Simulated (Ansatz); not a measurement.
## Elastic constant C11 of some elemental metals

Method: PBE-D3(BJ) in Ansatz (PAW). References are measured values at low temperature. The table is a random draw of 8 from 9 solids with such references.

Values in GPa.

```json
[
 {"solid": "bcc W", "reference": "533¶", "PBE-D3(BJ)": "544", "error (%)": "+2.1"},
 {"solid": "fcc Al", "reference": "114", "PBE-D3(BJ)": "121", "error (%)": "+6.1"},
 {"solid": "hcp Zn", "reference": "177¶", "PBE-D3(BJ)": "206", "error (%)": "+16.4"},
 {"solid": "hcp Zr", "reference": "155", "PBE-D3(BJ)": "149", "error (%)": "-3.9"},
 {"solid": "fcc Cu", "reference": "176¶", "PBE-D3(BJ)": "211", "error (%)": "+19.9"},
 {"solid": "bcc Mo", "reference": "478¶", "PBE-D3(BJ)": "487", "error (%)": "+1.9"},
 {"solid": "bcc Ta", "reference": "266¶", "PBE-D3(BJ)": "282", "error (%)": "+6.0"},
 {"solid": "hcp Mg", "reference": "63.5¶", "PBE-D3(BJ)": "72.7", "error (%)": "+14.5"}
]
```

Over these 8 solids the mean error is +7.9 %, the mean absolute error 8.8 % (median 6.1 %), and the worst case fcc Cu at +19.9 %; the value is too high in 7 of 8 cases. Over all 9, from unrounded values, the mean error is +7.7 % and the mean absolute error 8.6 % (median 5.9 %). Caveats on values not shown: the dispersion coefficients are held fixed in the derivatives (1).

All these references are low-temperature values that still hold zero-point motion.

Spin–orbit coupling is left out, also for the solids with elements from indium on (bcc W, bcc Ta); its size isn't shown.

¶ marks references of a special kind: bcc W, 533 GPa (measured, 0 K, extrapolated to 0 K; zero-point effects included; as tabulated in Wang et al. (2022), arXiv:2209.12322); hcp Zn, 177 GPa (measured, 0 K, extrapolated to 0 K; zero-point effects included; as tabulated in Galib et al. (2023), arXiv:2209.08184); fcc Cu, 176 GPa (measured, 0 K, extrapolated to 0 K; zero-point effects included; as tabulated in Malica and Corso (2021), arXiv:2109.00459); bcc Mo, 478 GPa (measured, 0 K, 300 K values taken to 0 K by the source's computed thermal shift; zero-point effects included; as tabulated in Gong and Corso (2024), arXiv:2406.16634); bcc Ta, 266 GPa (measured, 0 K, extrapolated to 0 K; zero-point effects included; as tabulated in Wang et al. (2022), arXiv:2209.12322); hcp Mg, 63.5 GPa (measured, 0 K, extrapolated to 0 K; zero-point effects included; as tabulated in Ibrahim et al. (2023), arXiv:2305.03577).

Differences are worked out from the printed values.

Each level is taken at its own relaxed cell. Caveats: shear constants of such metals converge slowly with the k mesh (bcc W, bcc Mo, bcc Ta); the dispersion coefficients are held fixed in the derivatives (bcc W, fcc Al, hcp Zn, hcp Zr, fcc Cu, bcc Mo and 2 more). Ansatz's density-functional and Hartree–Fock values are scalar-relativistic unless marked +SOC, with PAW data made under PBE.

Ansatz's runs of these crystals have no spin polarisation.

Not in this set, of the elemental metals with a reference value in our tables and a result at some level: 15 for a reference at room or unstated temperature; 12 for no value at PBE-D3(BJ) (not run, a failed fit, an unstable or unbound cell, or a value held back for tests). These can be a level's best or worst cases. Solids without a released value at any level aren't counted. L1₀ solids are left out, as their cells have other axes than the references. Layered and molecular crystals are counted apart. The metals Ce to Yb are counted apart.

References as tabulated in Wang et al. (2022), arXiv:2209.12322; Li et al. (2021), arXiv:2102.01972; Galib et al. (2023), arXiv:2209.08184; Clouet (2012), arXiv:1210.1082 and others.

Ansatz is a program for electronic structure.
